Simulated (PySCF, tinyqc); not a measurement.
Inside a calculation. Method: harmonic frequencies on the RHF/sto-3g surface (energies and gradients from PySCF), for BH, spin multiplicity 1. The lowest restricted solution is unstable here: a spin-polarised one lies 0.0112 hartree lower (PySCF). Computed by tinyqc, a small Python program that keeps every step (integrals from PySCF). Settings: charge = 0, multiplicity = 1, basis = sto-3g, delta = 0.005. Command: `OMP_NUM_THREADS=1 python tinyqc.py 21485 21486 out.jsonl` (the two numbers bound the seeds that draw the settings). One thread of a shared host (Intel(R) Xeon(R) Processor @ 2.60GHz), about 0.8 s of CPU time with the checks.

## One row of the Hessian: 1Bz

optimised positions (bohr):
```
          x        y        z
1B  0.00000  0.00000  0.02217
2H  0.00000  0.00000  2.31353
```

gradient at +delta (hartree/bohr):
```
            x          y           z
1B  0.0000000  0.0000000   0.0015403
2H  0.0000000  0.0000000  -0.0015403
```

gradient at -delta (hartree/bohr):
```
            x          y           z
1B  0.0000000  0.0000000  -0.0014710
2H  0.0000000  0.0000000   0.0014710
```

Displace 1Bz by +/-0.005 bohr; H(k, :) = (g(+) - g(-)) / (2 delta).

row of the Hessian (hartree/bohr^2): 1Bx 0.0000000, 1By 0.0000000, 1Bz 0.3011278, 2Hx 0.0000000, 2Hy 0.0000000, 2Hz -0.3011278

## Hessian by finite differences

All rows are made in the same way, and the matrix is symmetrised.

Hessian (symmetrised) (hartree/bohr^2), lower triangle:
```
            1Bx         1By         1Bz         2Hx         2Hy        2Hz
1Bx  -0.0000109
1By   0.0000000  -0.0000109
1Bz   0.0000000   0.0000000   0.3011278
2Hx   0.0000109   0.0000000   0.0000000  -0.0000109
2Hy   0.0000000   0.0000109   0.0000000   0.0000000  -0.0000109
2Hz   0.0000000   0.0000000  -0.3011278   0.0000000   0.0000000  0.3011278
```

## Normal modes

masses (u): 1B 11.00930, 2H 1.00782

Diagonalise H_ij / sqrt(m_i m_j); the 5 smallest eigenvalues belong to translations and rotations; wavenumber = sqrt(eigenvalue / 1822.888) x 219474.63; each mode has its largest component positive (the first on a tie); zero-point energy = sum of wavenumbers / 2, with 349.755 1/cm per kcal/mol.

eigenvalues of the mass-weighted Hessian (hartree/(bohr^2 u)): -0.00001  -0.00001  0.00000  0.00000  0.00000  0.32614

harmonic wavenumbers of the vibrations (1/cm): 2935.7

mass-weighted modes:
```
       mode 1
1Bx   0.00000
1By   0.00000
1Bz  -0.28960
2Hx   0.00000
2Hy   0.00000
2Hz   0.95715
```

zero-point energy = 4.19675 kcal/mol
